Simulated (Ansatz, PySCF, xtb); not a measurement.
Homolysis of single bonds, series B Cl-I. Isolated molecules, 0 K electronic values unless said otherwise. Strings in code marks are SMILES.

Quantity: homolytic bond dissociation enthalpy at 298 K (no spin–orbit term), in kcal/mol. Enthalpy corrections at 298 K come from GFN2-xTB frequencies (xtb).

Level 1: frozen-core CCSD(T)/def2-TZVPP // PBE0-D3(BJ)/def2-TZVP (Ansatz, a program for electronic structure)
Level 2: PBE-D3(BJ)/def2-TZVP // PBE0-D3(BJ)/def2-TZVP (PySCF)
Level 3: B3LYP/6-31G* (LANL2DZ on I) // PBE0-D3(BJ)/def2-TZVP (PySCF)
Level 4: BP86/6-31G* (LANL2DZ on I) // PBE0-D3(BJ)/def2-TZVP (PySCF)

```
species                                              level 2  level 3  level 4
---------------------------------------------------  -------  -------  -------
B–I bond of `ClB(Cl)I`, giving `Cl[B]Cl` and `[I]`      87.1     77.4     82.2
Cl–B bond of `ClB(Cl)I`, giving `Cl[B]I` and `[Cl]`    117.7    111.4    115.3
Cl–B bond of `ClB(I)I`, giving `I[B]I` and `[Cl]`      116.1    110.2    114.3
I–B bond of `IB(I)I`, giving `I[B]I` and `[I]`          84.5     74.7     80.1
B–I bond of `ClB(I)I`, giving `Cl[B]I` and `[I]`        85.6     75.8     80.9
```

What does level 1 give for each?


- B–I bond of `ClB(Cl)I`, giving `Cl[B]Cl` and `[I]`: 85.1
- Cl–B bond of `ClB(Cl)I`, giving `Cl[B]I` and `[Cl]`: 114.2
- Cl–B bond of `ClB(I)I`, giving `I[B]I` and `[Cl]`: 112.2
- I–B bond of `IB(I)I`, giving `I[B]I` and `[I]`: 82.4
- B–I bond of `ClB(I)I`, giving `Cl[B]I` and `[I]`: 83.6
